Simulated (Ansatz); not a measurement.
**CH4Cl (doublet): wave-function methods side by side at distance Cl1–H2 along a hydrogen transfer = 1.904 Å, cc-pVDZ**

How much of the correlation energy of CH4Cl (doublet) does each wave-function method recover here?

Computed with Ansatz 0.2.0, Gaussian basis. Level: cc-pVDZ, core rule «outside noble gas», up to 6 orbitals frozen.

The runs, in order: UHF; CCSD(T) on ROHF; CCSD(T) on UHF; BCCD(T) on ROHF; CISD; CCSDT(Q) on ROHF; CCSDT(Q) on UHF; CASSCF and MRCISD+Q, 3 electrons in 3 orbitals; CASSCF and NEVPT2, 3 electrons in 3 orbitals; CASSCF and MRCISD+Q, 15 electrons in 12 orbitals; CASSCF and NEVPT2, 15 electrons in 12 orbitals.

## 1. The system

The geometry derives from fragments relaxed apart (PBE0/def2-TZVP) and kept rigid, so it is no stationary point. A hydrogen atom is moved between rigid fragments.

6 atoms, charge 0, spin multiplicity 2.

Atoms are counted from 1 here; the program's logs count them from 0.

Bond lengths: H2–C3 1.090 Å, C3–H4 1.080 Å, C3–H5 1.080 Å, C3–H6 1.080 Å. Angles: H2–C3–H4 90.0°, H2–C3–H5 90.0°, H2–C3–H6 90.0°, H4–C3–H5 120.0°, H4–C3–H6 120.0°, H5–C3–H6 120.0°.

Coordinates:

```
Cl   -0.91139    0.00000    0.00000
H     0.99261    0.00000    0.00000
C     2.08261    0.00000    0.00000
H     2.08261   -1.08002    0.00000
H     2.08261    0.54001    0.93533
H     2.08261    0.54001   -0.93533
```

## 2. UHF

The input, in.yaml:

```yaml
crystal:
  periodic: [false, false, false]
  atoms:
    - {symbol: Cl, position_ang: [-0.911390, 0.000000, 0.000000]}
    - {symbol: H, position_ang: [0.992610, 0.000000, 0.000000]}
    - {symbol: C, position_ang: [2.082610, 0.000000, 0.000000]}
    - {symbol: H, position_ang: [2.082610, -1.080023, 0.000000]}
    - {symbol: H, position_ang: [2.082610, 0.540011, 0.935327]}
    - {symbol: H, position_ang: [2.082610, 0.540012, -0.935327]}
basis:
  gaussian: {orbitals: cc-pVDZ}
magnetization: {spin_polarized: true, initial_magnetization: 1}
hamiltonian: {xc: hf}
output: {orbitals: {seedname: orbitals}}
```

Run with:

```sh
ansatz run in.yaml --threads 1 --pin off --events-out ev --progress --plain --max-ram 4096MiB --backend cpu
```

The runs that follow: CCSD(T) on ROHF; CCSD(T) on UHF; BCCD(T) on ROHF; CISD; CCSDT(Q) on ROHF; CCSDT(Q) on UHF; CASSCF and MRCISD+Q, 3 electrons in 3 orbitals; CASSCF and NEVPT2, 3 electrons in 3 orbitals; CASSCF and MRCISD+Q, 15 electrons in 12 orbitals; CASSCF and NEVPT2, 15 electrons in 12 orbitals.

Q: Predict the results of all the runs planned. Wanted: UCCSDT(Q) below the RHF energy; RMP2 from UCCSDT(Q); UMP2 from UCCSDT(Q); RCCSD from UCCSDT(Q); RCCSD(T) from UCCSDT(Q); UCCSD(T) from UCCSDT(Q); RCCSDT(Q) from UCCSDT(Q); NEVPT2 pair from UCCSDT(Q); MRCISD+Q pair from UCCSDT(Q).

The runs gave:

| quantity | value |
| --- | --- |
| UCCSDT(Q) below the RHF energy | -9.1391 eV |
| RMP2 from UCCSDT(Q) | +1228.8 meV |
| UMP2 from UCCSDT(Q) | +1247.5 meV |
| RCCSD from UCCSDT(Q) | +206.1 meV |
| RCCSD(T) from UCCSDT(Q) | +29.9 meV |
| UCCSD(T) from UCCSDT(Q) | +30.0 meV |
| RCCSDT(Q) from UCCSDT(Q) | +0.4 meV |
| NEVPT2 pair from UCCSDT(Q) | +1209.8 meV |
| MRCISD+Q pair from UCCSDT(Q) | +99.1 meV |
| NEVPT2 valence from UCCSDT(Q) | +1602.6 meV |
| levels within 1 kcal/mol (43 meV) | RCCSD(T), UCCSD(T), BCCD(T), RCCSDT, UCCSDT, RCCSDT(Q), MRCISD+Q valence |
| T1 diagnostic | 0.018 |
| effectively unpaired electrons | 1.02 |

What this shows: RCCSD(T) lands +29.9 meV from the yardstick (0.3 % of the correlation energy). One determinant dominates. Of the multireference levels listed MRCISD+Q valence comes nearest in total energy (+35.4 meV), which doesn't show that its space is the better one. These misses are within one basis, not against nature; the frozen cores of restricted and unrestricted runs differ, which can shift their rows.
